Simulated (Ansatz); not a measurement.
`O=S(=O)(F)Cl`, relaxed with RKS PBE-D4/def2-SVP in the Gaussian-basis code of Ansatz from a rough embedded geometry. The force threshold is 0.03 eV/Å; the program also tests the step.

Charge 0, multiplicity 1.

Start:

```xyz
5

O    -0.581    1.084   -0.901
S    -0.041    0.205    0.059
O     0.394    0.632    1.330
F    -1.143   -0.962    0.304
Cl    1.372   -0.959   -0.792
```

(1) How much energy does the relaxation release, and in how many steps? (Best estimate.)

(2) Which bonds change most? (Estimate.)

(3) Give the relaxed structure. (Estimate.)

## Answers

(1) The calculation gave: 16.35 kJ/mol, in 4 steps.

(2) Computed: S2–Cl5 from 2.019 to 2.080 Å; O1–S2 from 1.409 to 1.454 Å; S2–O3 from 1.410 to 1.454 Å; S2–F4 from 1.624 to 1.623 Å.

(3) The calculation gave: 
```xyz
5

O    -0.604    1.102   -0.943
S    -0.057    0.212    0.068
O     0.409    0.632    1.379
F    -1.150   -0.964    0.307
Cl    1.402   -0.982   -0.811
```
